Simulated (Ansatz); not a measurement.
Geometry optimisation, Ansatz, UKS PBE0-D4/cc-pVDZ.

The input (input.yaml):

```yaml
crystal:
  periodic: [false, false, false]
  atoms:
    - { symbol: B, position_ang: [-0.9765, -1.1932, -0.4088] }
    - { symbol: O, position_ang: [-0.5668, -0.3161, 0.6985] }
    - { symbol: C, position_ang: [0.5586, 0.381, 0.276] }
    - { symbol: H, position_ang: [-1.7242, -0.7057, -1.2062] }
    - { symbol: H, position_ang: [0.3809, 1.0589, -0.5803] }
    - { symbol: H, position_ang: [0.9396, 1.024, 1.1337] }
    - { symbol: H, position_ang: [1.4497, -0.3169, 0.0413] }
magnetization:
  spin_polarized: true
  initial_magnetization: 1
basis:
  gaussian: { orbitals: cc-pVDZ }
hamiltonian:
  xc: pbe0
  dispersion: d4
relax:
  f_tol: 0.015
  max_steps: 40
```

Run as:

```bash
$ ansatz run input.yaml --threads 1 --pin off --max-ram 2048MiB --backend cpu --events-out ev --progress --plain --runs-dir out
```

Question: Where does it end, and by what steps?

Answer: The run converged. The force dipped under the threshold on the way, but the program's further checks kept it going. After 10 steps the energy has fallen by 0.973 eV; O2 moved furthest, 0.50 Å.

```tsv
step	energy less start (eV)	largest force component (eV/Å)	accepted
0	0.0000	2.881	yes
1	-0.2950	1.871	yes
2	-0.6242	1.737	yes
3	-0.7363	1.958	yes
4	-0.9488	0.793	yes
5	-0.9187	0.923	no
6	-0.9692	0.200	yes
7	-0.9707	0.056	yes
8	-0.9727	0.043	yes
9	-0.9730	0.003	yes
10	-0.9731	0.006	yes
```

```xyz
7
Properties=species:S:1:pos:R:3
B -1.328 -1.023 -0.168
O -0.276 -0.704 0.576
C 0.642 0.336 0.244
H -1.634 -0.474 -1.212
H 0.362 0.829 -0.700
H 0.648 1.070 1.062
H 1.647 -0.102 0.151
```

Run time: 27 s on 1 thread of Arm Neoverse V2, on a shared host, peak memory 0.14 GiB.
